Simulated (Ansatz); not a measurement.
Species, as SMILES: Cl[CH]Cl, doublet.
Atoms: C1, Cl2, Cl3, H4. Bonds: C1-Cl2, C1-Cl3, C1-H4.

Basis-set convergence of the optimised C1-H4 bond length at PBE0 with Ansatz (an electronic-structure program). Cartesian d functions, on some or all atoms, in 6-31G**, 6-311+G**; all else is spherical. The program fits the integrals of some runs and decomposes those of others, by size. Core-valence sets carry the plain set on hydrogen. Open shells are unrestricted. No added dispersion term, no relativity. Reference: the value in pcseg-3, 1.0785 Å. Deviations are taken from unrounded values.

```csv
basis,functions,optimised C1-H4 bond length (Å),minus reference (Å)
STO-3G,24,1.1057,0.0272
3-21G,37,1.0818,0.0034
6-31G,37,1.0802,0.0017
def2-SV(P),52,1.0931,0.0146
pcseg-1,55,1.0865,0.0080
6-31G**,58,1.0821,0.0036
cc-pV(D+d)Z,65,1.0909,0.0124
def2-SVPD,82,1.0902,0.0117
6-311+G**,90,1.0808,0.0023
aug-cc-pV(D+d)Z,96,1.0885,0.0100
"6-311++G(2d,2p)",107,1.0781,-0.0004
cc-pV(T+d)Z,122,1.0788,0.0003
def2-TZVPP,129,1.0791,0.0006
jun-cc-pV(T+d)Z,149,1.0789,0.0004
aug-pcseg-2,169,1.0787,0.0002
cc-pCVTZ,175,1.0790,0.0006
aug-cc-pV(T+d)Z,179,1.0789,0.0004
pcseg-3,221,1.0785,0.0000
```

The smallest set listed that lies within 0.005 Å of the reference with all its larger relatives (same family, alike in diffuse functions; a set with none counts only in the reference's own line) is 3-21G (37 functions, 0.0034 Å off), level with 6-31G. Inside, with no larger relative to test it: aug-pcseg-2, cc-pCVTZ. (Relatives not listed, tested too: 6-31G* 0.0039, 6-311G** 0.0018, 6-311++G(3df,3pd) 0.0003, cc-pV(Q+d)Z 0.0000, def2-QZVP 0.0000, def2-QZVPP 0.0000 Å.)
